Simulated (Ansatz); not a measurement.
# C6H8: the cost of one run

Computed with Ansatz 0.2.0, Gaussian basis. Level: the settings change from run to run.

## 1. The molecule

The structure was relaxed beforehand with PBE0-D4 in a triple-zeta def2 set.

SMILES `C=C1C=CCC1`, 14 atoms, charge 0, spin multiplicity 1.

Atoms are counted from 1 here; the program's logs count them from 0.

Bond lengths: C1–C2 1.333 Å, C1–H7 1.084 Å, C1–H8 1.084 Å, C2–C3 1.455 Å, C2–C6 1.515 Å, C3–C4 1.335 Å, C3–H9 1.083 Å, C4–C5 1.497 Å, C4–H10 1.084 Å, C5–C6 1.541 Å, C5–H11 1.095 Å, C5–H12 1.095 Å, C6–H13 1.092 Å, C6–H14 1.092 Å. Angles: C2–C1–H7 121.7°, C2–C1–H8 121.1°, H7–C1–H8 117.2°, C1–C2–C3 126.3°, C1–C2–C6 126.7°, C3–C2–C6 106.9°, C2–C3–C4 111.4°, C2–C3–H9 123.0°, C4–C3–H9 125.5°, C3–C4–C5 112.3°, C3–C4–H10 125.0°, C5–C4–H10 122.7°, C4–C5–C6 103.9°, C4–C5–H11 111.2°, C4–C5–H12 111.3°, C6–C5–H11 112.3°, C6–C5–H12 112.3°, H11–C5–H12 106.0° and more.

Geometry (Å):

```mol
C6H8
  3D, bonds by distance, orders not assigned

 14 14  0  0  0  0  0  0  0  0999 V2000
   -0.8882   -1.9921   -0.1080 C   0  0
   -0.2853   -0.8079   -0.0041 C   0  0
    0.9986   -0.5465    0.6282 C   0  0
    1.3197    0.7476    0.5629 C   0  0
    0.2730    1.5569   -0.1386 C   0  0
   -0.8016    0.5200   -0.5191 C   0  0
   -1.8495   -2.1010   -0.5972 H   0  0
   -0.4334   -2.8894    0.2958 H   0  0
    1.5996   -1.3221    1.0875 H   0  0
    2.2269    1.1842    0.9639 H   0  0
   -0.1211    2.3453    0.5117 H   0  0
    0.6870    2.0678   -1.0145 H   0  0
   -0.9577    0.4794   -1.5993 H   0  0
   -1.7680    0.7577   -0.0693 H   0  0
  1  2  8  0
  2  3  8  0
  3  4  8  0
  4  5  8  0
  5  6  8  0
  1  7  8  0
  1  8  8  0
  3  9  8  0
  4 10  8  0
  5 11  8  0
  5 12  8  0
  6 13  8  0
  6 14  8  0
  2  6  8  0
M  END
```

## 2. wPBEh/def2-TZVPP

Options: atoms shaken by 0.08 Å, high accuracy, the search for lower states set to off.

The input, in.yaml:

```yaml
crystal:
  periodic: [false, false, false]
  atoms:
    - {symbol: C, position_ang: [-0.857375, -1.986958, -0.098391]}
    - {symbol: C, position_ang: [-0.326152, -0.918111, -0.080895]}
    - {symbol: C, position_ang: [1.146517, -0.446375, 0.528680]}
    - {symbol: C, position_ang: [1.432286, 0.733891, 0.637873]}
    - {symbol: C, position_ang: [0.295636, 1.539949, -0.175146]}
    - {symbol: C, position_ang: [-0.780624, 0.541030, -0.414191]}
    - {symbol: H, position_ang: [-1.893733, -2.133538, -0.702104]}
    - {symbol: H, position_ang: [-0.584505, -2.888895, 0.221077]}
    - {symbol: H, position_ang: [1.637993, -1.304862, 1.043279]}
    - {symbol: H, position_ang: [2.305977, 1.225501, 1.031029]}
    - {symbol: H, position_ang: [-0.091584, 2.248250, 0.586127]}
    - {symbol: H, position_ang: [0.691392, 2.159988, -0.954203]}
    - {symbol: H, position_ang: [-1.090879, 0.489247, -1.559830]}
    - {symbol: H, position_ang: [-1.764273, 0.651274, -0.004627]}
basis:
  gaussian: {orbitals: def2-TZVPP}
hamiltonian: {xc: {name: wPBEh}}
accuracy: high
scf: {lower_state_search: off}
```

Launch:

```console
$ ansatz run in.yaml --threads 4 --pin off --events-out ev --progress --plain --max-ram 10444MiB
```

**Question.** How long does this run take on 4 threads of Intel Xeon Platinum 8488C, shared host, and how much memory does it need?

About 14 s, with a peak of 2.8 GiB.
